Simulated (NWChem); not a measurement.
Basis-set dependence for chloroform (CHCl3)

```
C
H 1 1.0935
Cl 1 1.7830 2 107.51
Cl 1 1.7831 2 107.51 3 -120.00
Cl 1 1.7831 2 107.51 3 120.00
```
Charge 0, spin multiplicity 1.

The numbers come from NWChem runs, not from measurements. The geometry was optimised at B3LYP/def2-SVP, a minimum by its harmonic frequencies.

Hartree-Fock energies in Ha, correlation energies in mHa.

The correlated methods keep 16 core orbitals frozen. The Pople sets run with spherical d functions. Coupled-cluster values serve here as a point of comparison, not as the truth.

```tsv
basis	functions	RHF	MP2	SCS-MP2	CCSD	CCSD+T(CCSD)	CCSD(T)	CR-CCSD[T]	CR-CCSD(T)
6-31G*	70	-1416.86346	-518.6	-503.3	-560.0	-577.5	-576.9	-573.0	-572.5
def2-SVP	73	-1416.45183	-544.7	-528.6	-584.4	-600.6	-600.0	-596.4	-595.9
def2-TZVP	148	-1416.97713	-726.3	-711.1	not run	not run	not run	not run	not run
```

From def2-SVP to def2-TZVP the Hartree-Fock energy moves by -525.3 mHa and the MP2 correlation energy by -181.6 mHa, which is 25 % of its value in the larger set.
